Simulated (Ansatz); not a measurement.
## [H···H···O], triplet along the distance H1-H2

Starting geometry:

```xyz
3

H     0.0000    0.0000   -0.9937
H     0.0000    0.0000   -0.2487
O     0.0000    0.0000    1.2423
```

From there H2 is moved from one fragment to the other while all else, the fragments' distance too, stays fixed; atoms are numbered as listed. Energies are in kJ/mol, counted from the starting geometry at the same level.

Basis 6-31G; Ansatz 0.2.0. Correlated methods freeze the noble-gas cores. R marks a restricted (for open shells ROHF) determinant, U an unrestricted one. Active spaces: valence = (8e, 6o) chosen from the atoms' valence shells.

Runs in a small pair space aren't shown, since their orbitals change along the scan.

Full CI is exact within this basis and frozen core; it isn't the basis-set limit. The frozen core follows each run's orbitals, which can shift R against U totals by a few meV.

```csv
distance H1-H2 (Å),full CI,unpaired electrons (full CI),error RCCSD,error UCCSD(T),error BCCD(T),error UCCSDT(Q),error RCCSDTQ,error NEVPT2 (valence space)
0.693,-0.2,2.01,-0.2,-0.1,-0.1,0.0,0.0,1.0
0.745,0.0,2.01,0.0,0.0,0.0,0.0,0.0,0.0
0.817,13.2,2.01,0.5,0.1,0.2,0.0,0.0,-1.9
0.888,32.1,2.02,1.1,0.3,0.4,0.0,0.0,-4.3
0.960,48.8,2.02,1.9,0.5,0.6,0.1,0.0,-7.2
1.031,57.2,2.02,2.5,0.7,0.7,0.1,0.0,-10.5
1.103,56.4,2.02,1.9,0.7,0.7,0.1,0.0,-13.5
1.174,51.0,2.02,1.2,0.6,0.6,0.1,0.0,-15.4
1.246,50.0,2.01,0.6,0.5,0.4,0.1,0.0,-16.4
```

Unpaired electrons are Σ n²(2−n)² over natural occupations. Errors are those of relative energies. In total energy the starting point itself misses full CI by: RCCSD 2.1, UCCSD(T) 0.4, BCCD(T) 0.5, UCCSDT(Q) -0.1, RCCSDTQ 0.0, NEVPT2 (valence space) 52.0 kJ/mol.

Spread of the error over the points with a reference, to 1.246 Å (largest less smallest): RCCSDTQ 0.0, UCCSDT(Q) 0.1, UCCSD(T) 0.8, BCCD(T) 0.8, RCCSD 2.7, NEVPT2 (valence space) 17.4 kJ/mol.
